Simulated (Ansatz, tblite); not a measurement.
# The cluster Mg4H8: a ladder of methods and basis sets

One table from this session's results is given with a row withheld; the runs are named, their logs left out.

The runs use Ansatz 0.2.0, Gaussian basis; as each input shows.

Levels to be run: GFN1-xTB, GFN2-xTB, PBE-D4/def2-TZVP, r2SCAN-D4/def2-TZVP, BHLYP-D4/def2-TZVP, B97M-V/def2-TZVP, HF/def2-TZVP, CAM-B3LYP-D4/def2-TZVP, r2SCAN0-D4/def2-TZVP, ωB97M-V/def2-TZVP, LC-ωPBE/def2-TZVP, PBE-D4/def2-SVP, PBE0-D4/def2-SVP, HF/STO-3G, HF/6-31G, B3LYP-D4/6-31G, PBE0-D4/def2-TZVPD, PBE-D4/def2-TZVPD, r2SCAN-D4/def2-TZVPD, CCSD(T)/def2-TZVP, RPA/def2-TZVP.

2 further runs of the same task are left out: 2 set aside as unsound or not needed. Runs told in other sessions of the task aren't counted.

## The structure

The geometry is that of the singlet, from an earlier relaxation (r2SCAN-D4/def2-SVP). At that level it is the lowest of the isomers that a small search found.

12 atoms, charge 0, spin multiplicity 1.

Bond lengths: Mg1–Mg3 2.981 Å, Mg1–Mg4 2.981 Å, Mg1–H8 1.707 Å, Mg1–H11 1.966 Å, Mg1–H12 1.966 Å, Mg2–Mg3 2.983 Å, Mg2–Mg4 2.981 Å, Mg2–H5 1.967 Å, Mg2–H9 1.708 Å, Mg2–H10 1.967 Å, Mg3–Mg4 2.832 Å, Mg3–H6 1.845 Å, Mg3–H7 2.039 Å, Mg3–H10 1.804 Å, Mg3–H12 1.804 Å, Mg4–H5 1.804 Å, Mg4–H6 1.846 Å, Mg4–H7 2.038 Å and more. Angles: Mg3–Mg1–Mg4 56.7°, Mg3–Mg1–H8 147.9°, Mg3–Mg1–H11 87.8°, Mg3–Mg1–H12 35.9°, Mg4–Mg1–H8 148.1°, Mg4–Mg1–H11 35.9°, Mg4–Mg1–H12 87.7°, H8–Mg1–H11 123.7°, H8–Mg1–H12 123.5°, H11–Mg1–H12 108.4°, Mg3–Mg2–Mg4 56.7°, Mg3–Mg2–H5 87.7°, Mg3–Mg2–H9 148.2°, Mg3–Mg2–H10 35.8°, Mg4–Mg2–H5 35.9°, Mg4–Mg2–H9 148.1°, Mg4–Mg2–H10 87.7°, H5–Mg2–H9 123.4° and more.

PBE0-D4/def2-TZVP was run before; its log isn't repeated, and its numbers join the tables.

The first run:

Tight binding, by tblite at 300 K electronic temperature and without a spin-polarisation term:

```python
tblite.interface.Calculator('GFN1-xTB', numbers, positions, charge=0, uhf=0).singlepoint()
```

Tight binding, by tblite at 300 K electronic temperature and without a spin-polarisation term:

```python
tblite.interface.Calculator('GFN2-xTB', numbers, positions, charge=0, uhf=0).singlepoint()
```

start.molden holds the orbitals of an earlier run on this state, given as this run's starting guess.

in.yaml reads:

```yaml
crystal:
  periodic: [false, false, false]
  atoms:
    - {symbol: Mg, position_ang: [1.393128, 1.478868, 0.803154]}
    - {symbol: Mg, position_ang: [-0.688483, -1.046555, -1.789823]}
    - {symbol: Mg, position_ang: [0.434886, -1.339177, 0.958134]}
    - {symbol: Mg, position_ang: [-1.468776, 0.705840, 0.492398]}
    - {symbol: H, position_ang: [-2.177008, -0.039907, -0.989981]}
    - {symbol: H, position_ang: [-1.165276, -0.714296, 1.631605]}
    - {symbol: H, position_ang: [0.285854, 0.174937, -0.398812]}
    - {symbol: H, position_ang: [2.655176, 2.558130, 0.405737]}
    - {symbol: H, position_ang: [-0.469096, -1.221552, -3.475085]}
    - {symbol: H, position_ang: [-0.030600, -2.344021, -0.466411]}
    - {symbol: H, position_ang: [-0.456748, 2.045602, 1.152151]}
    - {symbol: H, position_ang: [1.686943, -0.257888, 1.676952]}
basis:
  gaussian: {orbitals: def2-TZVP, initial_orbitals: start.molden}
hamiltonian: {xc: pbe, dispersion: d4}
scf: {omitted_lower_state_checks: [starts]}
output: {orbitals: {seedname: orbitals}}
```

On the command line:

```sh
ansatz run in.yaml --threads 4 --pin off --events-out ev --progress --plain --max-ram 3916MiB
```

Among the steps run: PBE-D4/def2-TZVP; r2SCAN-D4/def2-TZVP; BHLYP-D4/def2-TZVP; B97M-V/def2-TZVP; HF/def2-TZVP; CAM-B3LYP-D4/def2-TZVP; r2SCAN0-D4/def2-TZVP; ωB97M-V/def2-TZVP; LC-ωPBE/def2-TZVP; PBE-D4/def2-SVP; PBE0-D4/def2-SVP; HF/STO-3G; HF/6-31G; B3LYP-D4/6-31G; PBE0-D4/def2-TZVPD; PBE-D4/def2-TZVPD; r2SCAN-D4/def2-TZVPD; CCSD(T)/def2-TZVP; RPA/def2-TZVP.

One of the session's tables, all rows but one given; the rest of the session is left out.

It belongs to the step «Levels side by side». 

| level | HOMO (eV) | LUMO (eV) | gap (eV) |
| --- | --- | --- | --- |
| HF/STO-3G | -6.39 | 8.80 | 15.19 |
| HF/6-31G | -9.91 | 0.49 | 10.40 |
| HF/def2-TZVP | -9.84 | 0.58 | 10.42 |
| PBE-D4/def2-SVP | -5.85 | -2.36 | 3.49 |
| PBE-D4/def2-TZVP | -5.84 | -2.31 | 3.53 |
| PBE-D4/def2-TZVPD | -5.84 | -2.32 | 3.52 |
| r2SCAN-D4/def2-TZVP | -6.05 | -1.89 | 4.16 |
| r2SCAN-D4/def2-TZVPD | -6.04 | -1.90 | 4.14 |
| B97M-V/def2-TZVP | -6.17 | -2.21 | 3.96 |
| B3LYP-D4/6-31G | ? | ? | ? |
| PBE0-D4/def2-SVP | -7.00 | -1.71 | 5.29 |
| PBE0-D4/def2-TZVP | -6.98 | -1.64 | 5.34 |
| PBE0-D4/def2-TZVPD | -6.98 | -1.66 | 5.32 |
| r2SCAN0-D4/def2-TZVP | -7.12 | -1.39 | 5.73 |
| BHLYP-D4/def2-TZVP | -8.09 | -1.01 | 7.08 |
| CAM-B3LYP-D4/def2-TZVP | -8.39 | -0.86 | 7.53 |
| LC-ωPBE/def2-TZVP | -9.74 | 0.11 | 9.85 |
| ωB97M-V/def2-TZVP | -9.20 | -0.32 | 8.87 |

Q: Estimate the row for B3LYP-D4/6-31G from the others.

**Answer.** HOMO (eV): -6.95; LUMO (eV): -1.95; gap (eV): 4.99. In the column «HOMO (eV)» it lies between PBE0-D4/def2-TZVPD (-6.98) and HF/STO-3G (-6.39).
